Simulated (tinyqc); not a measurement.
Inside a calculation. Method: Pariser-Parr-Pople SCF with singles CI, for the molecule c1c[cH-]nc1 (SMILES; centres numbered as the heavy atoms are written). Computed by tinyqc, a small Python program that keeps every step. Settings: charge = -1, gamma = Ohno, start = huckel, damping = 0.5, iteration cap = 79, excitations kept = 6. Command: `OMP_NUM_THREADS=1 python tinyqc.py 26555 26556 out.jsonl` (the two numbers bound the seeds that draw the settings). One thread of a shared host (Intel(R) Xeon(R) Processor @ 2.60GHz), about 0.01 s of CPU time with the checks. Later iterations appear only in the table of the cycle.

## PPP integrals

Centres (angstrom, eV; a flat drawing with bonds scaled to 1.40 angstrom):
```
centre          x          y  core charge z          W   gamma_rr
1C       1.191000   0.000000              1  11.160000  11.130000
2C       0.368000   1.133000              1  11.160000  11.130000
3C      -0.963000   0.700000              1  11.160000  11.130000
4N      -0.963000  -0.700000              1  14.100000  12.300000
5C       0.368000  -1.133000              1  11.160000  11.130000
```

Resonance integrals (eV):
```
i  j       beta
1  2  -2.350000
2  3  -2.350000
3  4  -2.470000
4  5  -2.470000
5  1  -2.350000
```

Ohno: gamma = 14.399645/sqrt(R^2 + a^2), a = 2 x 14.399645/(gamma_rr + gamma_ss); H_rr = -W_r - sum_(s != r) z_s gamma_rs; H_rs = beta for bonds.

repulsion gamma_rs (eV), order 1C, 2C, 3C, 4N, 5C:
```
[[11.130000, 7.552804, 5.520570, 5.587911, 7.552804],
 [7.552804, 11.130000, 7.554850, 5.587182, 5.518526],
 [5.520570, 7.554850, 11.130000, 7.729197, 5.519866],
 [5.587911, 5.587182, 7.729197, 12.300000, 7.730255],
 [7.552804, 5.518526, 5.519866, 7.730255, 11.130000]]
```

core matrix H (eV), order 1C, 2C, 3C, 4N, 5C:
```
[[-37.374089, -2.350000, 0.000000, 0.000000, -2.350000],
 [-2.350000, -37.373362, -2.350000, 0.000000, 0.000000],
 [0.000000, -2.350000, -37.484482, -2.470000, 0.000000],
 [0.000000, 0.000000, -2.470000, -40.734545, -2.470000],
 [-2.350000, 0.000000, 0.000000, -2.470000, -37.481451]]
```

## Starting guess

pi electrons, sum of z_r less the charge = 6

Orbitals of the Hueckel matrix of the beta values.

P at the start, order 1C, 2C, 3C, 4N, 5C:
```
[[1.204021, 0.651235, -0.252943, -0.242460, 0.641484],
 [0.651235, 1.204021, 0.641484, -0.242460, -0.252943],
 [-0.252943, 0.641484, 1.202123, 0.650842, -0.245091],
 [-0.242460, -0.242460, 0.650842, 1.187713, 0.650842],
 [0.641484, -0.252943, -0.245091, 0.650842, 1.202123]]
```

## Iteration 1: Fock matrix

F_rr = H_rr + P_rr gamma_rr / 2 + sum_(s != r) P_ss gamma_rs; F_rs = H_rs - P_rs gamma_rs / 2; E = tr P (H + F) / 2 + core repulsion sum_(r<s) z_r z_s gamma_rs.

F (eV), order 1C, 2C, 3C, 4N, 5C:
```
[[0.772654, -4.809323, 0.698195, 0.677424, -4.772502],
 [-4.809323, 0.772518, -4.773158, 0.677335, 0.697937],
 [0.698195, -4.773158, 0.764031, -4.985242, 0.676435],
 [0.677424, 0.677335, -4.985242, -1.390908, -4.985586],
 [-4.772502, 0.697937, 0.676435, -4.985586, 0.763395]]
```

pi energy = -71.724845 eV

## Iteration 1: orbitals and new P

Diagonalise F (the basis is taken as orthonormal) and form P = 2 sum c c over the lowest orbitals; 0.5 of the old P is kept.

orbital energies (eV): [-8.207928, -4.154286, -3.287370, 8.374717, 8.956558]

P after iteration 1, order 1C, 2C, 3C, 4N, 5C:
```
[[1.196473, 0.644462, -0.237874, -0.241629, 0.656165],
 [0.644462, 1.196473, 0.656180, -0.241601, -0.237858],
 [-0.237874, 0.656180, 1.173762, 0.636516, -0.274218],
 [-0.241629, -0.241601, 0.636516, 1.259514, 0.636535],
 [0.656165, -0.237858, -0.274218, 0.636535, 1.173779]]
```

## Iteration 2: Fock matrix

As before.

F (eV), order 1C, 2C, 3C, 4N, 5C:
```
[[0.704213, -4.783746, 0.656601, 0.675102, -4.827942],
 [-4.783746, 0.703990, -4.828672, 0.674936, 0.656313],
 [0.656601, -4.828672, 0.906017, -4.929880, 0.756825],
 [0.675102, 0.674936, -4.929880, -1.471995, -4.930289],
 [-4.827942, 0.656313, 0.756825, -4.930289, 0.905490]]
```

pi energy = -71.817904 eV

## Iteration 2: orbitals and new P

As before.

orbital energies (eV): [-8.161769, -4.175784, -3.281501, 8.448491, 8.918278]

P after iteration 2, order 1C, 2C, 3C, 4N, 5C:
```
[[1.194222, 0.637028, -0.229182, -0.240759, 0.667418],
 [0.637028, 1.194222, 0.667443, -0.240715, -0.229153],
 [-0.229182, 0.667443, 1.152102, 0.626225, -0.290693],
 [-0.240759, -0.240715, 0.626225, 1.307330, 0.626258],
 [0.667418, -0.229153, -0.290693, 0.626258, 1.152124]]
```

## Iteration 3: Fock matrix

As before.

F (eV), order 1C, 2C, 3C, 4N, 5C:
```
[[0.658751, -4.755676, 0.632609, 0.672669, -4.870438],
 [-4.755676, 0.658483, -4.871218, 0.672458, 0.632293],
 [0.632609, -4.871218, 1.006099, -4.890108, 0.802294],
 [0.672669, 0.672458, -4.890108, -1.537888, -4.890569],
 [-4.870438, 0.632293, 0.802294, -4.890569, 1.005633]]
```

pi energy = -71.880718 eV

## Iteration 3: orbitals and new P

As before.

orbital energies (eV): [-8.135127, -4.184517, -3.279909, 8.492858, 8.897773]

P after iteration 3, order 1C, 2C, 3C, 4N, 5C:
```
[[1.194547, 0.629895, -0.224118, -0.240049, 0.676100],
 [0.629895, 1.194545, 0.676132, -0.239995, -0.224079],
 [-0.224118, 0.676132, 1.135622, 0.618695, -0.299715],
 [-0.240049, -0.239995, 0.618695, 1.339641, 0.618740],
 [0.676100, -0.224079, -0.299715, 0.618740, 1.135645]]
```

## Convergence

Stop when output and input P, before any damping, agree to 1e-7.

Course of the cycle:
```
iteration        E (eV)  largest |P(out) - P(in)|
1          -71.72484452                  1.44e-01
2          -71.81790415                  9.56e-02
3          -71.88071820                  6.46e-02
4          -71.92064903                  4.43e-02
5          -71.94525006                  3.09e-02
6          -71.96014721                  2.18e-02
7          -71.96908292                  1.56e-02
8          -71.97441660                  1.13e-02
9          -71.97759372                  8.29e-03
10         -71.97948574                  6.13e-03
11         -71.98061344                  4.57e-03
...                 ...                       ...
44         -71.98229628                  1.08e-06
45         -71.98229628                  8.42e-07
46         -71.98229628                  6.58e-07
47         -71.98229628                  5.15e-07
48         -71.98229628                  4.03e-07
49         -71.98229628                  3.15e-07
50         -71.98229628                  2.46e-07
51         -71.98229628                  1.93e-07
52         -71.98229628                  1.51e-07
53         -71.98229628                  1.18e-07
54         -71.98229628                  9.21e-08
```

Converged in 54 iterations.

## Converged orbitals

Charges are z - P_rr.

orbital energies (eV): [-8.084650, -4.170990, -3.295571, 8.558323, 8.880663]

coefficients, order 1C, 2C, 3C, 4N, 5C:
```
[[0.380378, -0.552700, -0.391783, -0.223334, -0.588611],
 [0.380445, -0.552995, 0.391294, -0.222298, 0.589009],
 [0.434938, 0.076460, 0.588839, 0.551860, -0.392049],
 [0.576399, 0.613962, 0.000229, -0.539272, 0.000443],
 [0.434933, 0.076969, -0.588781, 0.552578, 0.391028]]
```

pi charges: [-0.207317, -0.207305, -0.083497, -0.418371, -0.083510]

## Singles CI, singlets

Over the 6 single excitations with the smallest orbital gaps: A = (e_a - e_i) delta + 2 (ia|jb) - (ij|ab), with (pq|rs) = sum c_mp c_mq gamma_mn c_nr c_ns. f = 2/3 w |mu|^2 in atomic units, mu = sqrt2 sum c_ia sum_m c_mi c_ma R_m.

singlet CI matrix (eV), order 3>4, 3>5, 2>4, 2>5, 1>4, 1>5:
```
[[6.339396, 0.000605, 0.000376, -0.912657, 0.000468, 0.220158],
 [0.000605, 6.616002, 0.891643, -0.000143, 0.412250, -0.001008],
 [0.000376, 0.891643, 7.109194, -0.000229, -0.218130, 0.000031],
 [-0.912657, -0.000143, -0.000229, 7.125501, -0.000095, 0.352686],
 [0.000468, 0.412250, -0.218130, -0.000095, 9.981953, 0.000335],
 [0.220158, -0.001008, 0.000031, 0.352686, 0.000335, 10.503350]]
```

singlet excitation energies (eV): [5.708889, 5.885752, 7.715606, 7.785214, 10.036188, 10.543747]

oscillator strengths: [0.050537, 0.016003, 0.804927, 0.977500, 0.009165, 0.019063]

## Singles CI, triplets

Over the 6 single excitations with the smallest orbital gaps: A = (e_a - e_i) delta - (ij|ab), with (pq|rs) = sum c_mp c_mq gamma_mn c_nr c_ns.

triplet CI matrix (eV), order 3>4, 3>5, 2>4, 2>5, 1>4, 1>5:
```
[[4.319633, -0.000082, -0.000405, -0.259900, 0.001581, 1.028810],
 [-0.000082, 4.663092, -0.259900, 0.000307, 1.028810, -0.001913],
 [-0.000405, -0.259900, 5.303657, 0.000138, -0.912175, 0.000782],
 [-0.259900, 0.000307, 0.000138, 5.429906, 0.000782, 0.884876],
 [0.001581, 1.028810, -0.912175, 0.000782, 8.794399, 0.000617],
 [1.028810, -0.001913, 0.000782, 0.884876, 0.000617, 9.755445]]
```

triplet excitation energies (eV): [4.000552, 4.418251, 5.079737, 5.414299, 9.263158, 10.090133]
